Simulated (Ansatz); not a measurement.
Geometry optimisation, UKS B3LYP-D4/6-31G* in Ansatz 0.2.0.

The input (input.yaml):

```yaml
crystal:
  periodic: [false, false, false]
  atoms:
    - { symbol: B, position_ang: [0.03695, 4.0e-06, -0.358718] }
    - { symbol: H, position_ang: [-0.003859, -3.0e-06, 2.03709] }
    - { symbol: Cl, position_ang: [1.564917, -1.0e-06, -1.170488] }
    - { symbol: H, position_ang: [-1.004313, -2.0e-06, -0.942028] }
    - { symbol: H, position_ang: [-0.013396, 2.0e-06, 2.749144] }
magnetization:
  spin_polarized: true
  initial_magnetization: 1
basis:
  gaussian: { orbitals: "6-31G*" }
hamiltonian:
  xc: b3lyp
  dispersion: d4
relax:
  f_tol: 0.03
  max_steps: 50
```

Launched with:

```bash
$ ansatz run input.yaml --threads 1 --pin off --max-ram 2048MiB --backend cpu --events-out ev --progress --plain --runs-dir out
```

Question: Where does it end, and by what steps?

Answer: The forces met the threshold. The force dipped under the threshold on the way, but the program's further checks kept it going. After 5 steps the energy has fallen by 0.064 eV; H5 moved furthest, 0.35 Å.

| step | energy less start (eV) | largest force component (eV/Å) | accepted |
| --- | --- | --- | --- |
| 0 | 0.0000 | 1.566 | yes |
| 1 | -0.0574 | 0.064 | yes |
| 2 | -0.0632 | 0.030 | yes |
| 3 | -0.0625 | 0.190 | no |
| 4 | -0.0636 | 0.011 | yes |
| 5 | -0.0644 | 0.013 | yes |

```xyz
5
Properties=species:S:1:pos:R:3
B 0.040 0.000 -0.585
H -0.018 0.000 2.356
Cl 1.578 0.000 -1.374
H -0.994 0.000 -1.182
H -0.026 0.000 3.100
```

Whether the end is a true minimum wasn't checked by a vibrational analysis.

Run time: 4.4 s on 1 thread of Intel(R) Xeon(R) 6975P-C (Granite Rapids), with other jobs on the host, peak memory 0.13 GiB.
